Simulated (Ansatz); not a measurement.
Single points on Si2H2⁻.

```yaml
crystal:
  periodic: [false, false, false]
  atoms:
    - {symbol: Si, position_ang: [0.453950, -0.914808, -0.390288]}
    - {symbol: Si, position_ang: [-0.453892, 0.914406, 0.390065]}
    - {symbol: H, position_ang: [1.841340, -1.042011, 0.241789]}
    - {symbol: H, position_ang: [-1.841398, 1.042413, -0.241557]}
basis:
  gaussian: {orbitals: def2-TZVPD, initial_orbitals: start.molden}
total_charge: -1
magnetization: {spin_polarized: true, initial_magnetization: 1}
hamiltonian: {xc: {name: LC-wPBE, parameters: {omega: 0.3/bohr}}}
scf: {omitted_lower_state_checks: [starts]}
output: {orbitals: {seedname: orbitals}}
```

The file start.molden holds the orbitals of an earlier run on this structure, at another level or in another basis.

```sh
$ ansatz run in.yaml --threads 4 --pin off --events-out ev --progress --plain --max-ram 3916MiB
```

It prints (some lines left out):

```
Functional definition: LC-wPBE
652 factors; their error is unknown
212 factors; integrals over basis functions are off by at most 1.7e-5 eV
mean field evaluation 1: about -15780.5390 eV, gradient 5.7e0 eV
mean field evaluation 2: about -15780.6079 eV, gradient 1.2e-1 eV
mean field evaluation 4: about -15780.6023 eV, gradient 5.9e-4 eV
mean field evaluation 8: about -15780.6023 eV, gradient 3.5e-5 eV
mean field -15780.60230571 eV, -579.9264382583 hartree, gradient 8.2e-6 eV, S^2 0.778741; 0 other end points of the search recorded, 0 dependent functions left out
reference -15780.60230572 eV, -579.9264382587 hartree; 16, 15 occupied and 88, 89 virtual orbitals, 652 factors
Total energy: -15780.60230572 eV, -579.9264382587 hartree
Checks for a lower state left out: starts
```

Run time 2.3 s (4 threads of Intel Xeon Platinum 8259CL on a shared host).

As the first input, with `hamiltonian: {xc: {name: B2PLYP}}` and without the key `output` (abridged; 2.5 s):

```
Functional definition: B2PLYP
mean field -15777.66134119 eV, -579.8183598058 hartree, gradient 2.6e-6 eV, S^2 0.775799
10 core orbitals not correlated: weight in the atoms' cores, before any rotation towards them, 1.000 or more for the frozen orbitals, at most 0.000 for the correlated occupied ones
second order -8.19679261 eV of doubles, -0.00000000 eV of singles
Total energy: -15779.87461630 eV, -579.8996961660 hartree
Checks for a lower state left out: starts
```

First input, but with `gaussian: {orbitals: "def2-TZVPPD.json", initial_orbitals: start.molden}`, `correlation: {method: ccsd_t}`, `scf: {omitted_lower_state_checks: [starts, cluster_reference]}` and without the key `hamiltonian` (abridged; 9 s):

```
Functional definition: HF
mean field -15754.54209527 eV, -578.9687431891 hartree, gradient 7.0e-6 eV, S^2 1.286636
10 core orbitals not correlated: weight in the atoms' cores, before any rotation towards them, 1.000 or more for the frozen orbitals, at most 0.000 for the correlated occupied ones
second order -5.90641464 eV of doubles, -0.00000000 eV of singles
cycle   1  -6.56213227 eV  change   -6.6e-1 eV  update   1.1e-1
cycle   2  -6.94555242 eV  change   -3.8e-1 eV  update   5.6e-2
cycle   3  -7.05248557 eV  change   -1.1e-1 eV  update   4.3e-2
cycle   4  -7.11875944 eV  change   -6.6e-2 eV  update   3.0e-2
cycle   5  -7.15506681 eV  change   -3.6e-2 eV  update   1.6e-2
cycle   6  -7.17020206 eV  change   -1.5e-2 eV  update   6.3e-3
cycle   7  -7.17437785 eV  change   -4.2e-3 eV  update   2.4e-3
cycle   8  -7.17546425 eV  change   -1.1e-3 eV  update   1.0e-3
cycle   9  -7.17510511 eV  change    3.6e-4 eV  update   4.4e-4
cycle  10  -7.17511859 eV  change   -1.3e-5 eV  update   2.0e-4
cycle  11  -7.17522577 eV  change   -1.1e-4 eV  update   1.0e-4
cycle  12  -7.17522146 eV  change    4.3e-6 eV  update   4.7e-5
cycle  13  -7.17522137 eV  change    9.3e-8 eV  update   2.0e-5
cycle  14  -7.17521394 eV  change    7.4e-6 eV  update   8.9e-6
cycle  15  -7.17520732 eV  change    6.6e-6 eV  update   5.1e-6
cycle  16  -7.17520366 eV  change    3.7e-6 eV  update   3.4e-6
perturbative correction -0.47479771 eV, -0.0174484941 hartree
Total energy: -15762.19209664 eV, -579.2498755540 hartree
Checks for a lower state left out: starts, cluster_reference
```

As the first input, with `hamiltonian: {xc: {name: LC-wPBE, parameters: {omega: 0.1/bohr}}}` (abridged; 1.4 s):

```
Functional definition: LC-wPBE
mean field -15780.05262208 eV, -579.9062377577 hartree, gradient 2.7e-5 eV, S^2 0.759590
Total energy: -15780.05262219 eV, -579.9062377616 hartree
Checks for a lower state left out: starts
```

First input, but with `correlation: {method: mp2}` and without the key `hamiltonian` (abridged; 1.1 s):

```
Functional definition: HF
mean field -15754.53130213 eV, -578.9683465486 hartree, gradient 1.5e-6 eV, S^2 1.285313
10 core orbitals not correlated: weight in the atoms' cores, before any rotation towards them, 1.000 or more for the frozen orbitals, at most 0.000 for the correlated occupied ones
second order -5.68001181 eV of doubles, -0.00000000 eV of singles
Total energy: -15760.21131394 eV, -579.1770831324 hartree
Checks for a lower state left out: starts
```

As the first input, with `hamiltonian: {xc: {name: B3LYP}, dispersion: d4}` (abridged; 1.2 s):

```
Functional definition: B3LYP
mean field -15787.83474402 eV, -580.1922254641 hartree, gradient 2.3e-5 eV, S^2 0.759782
Total energy: -15788.03078548 eV, -580.1994298548 hartree
Checks for a lower state left out: starts
```

Geometry: r2SCAN-D4/def2-TZVPD.

B3LYP takes the VWN-RPA correlation. Correlated methods freeze 10 core orbitals. At CCSD(T)/def2-TZVPPD T1 of the charge -1 doublet is large (up to 0.081), so the single-reference result is doubtful. At CCSD(T)/def2-TZVPPD, MP2/def2-TZVPD the charge -1 doublet is spin-contaminated (final ⟨S²⟩ up to 1.29, 0.75 for a pure state). The structure comes from a short search, and lower isomers may exist.
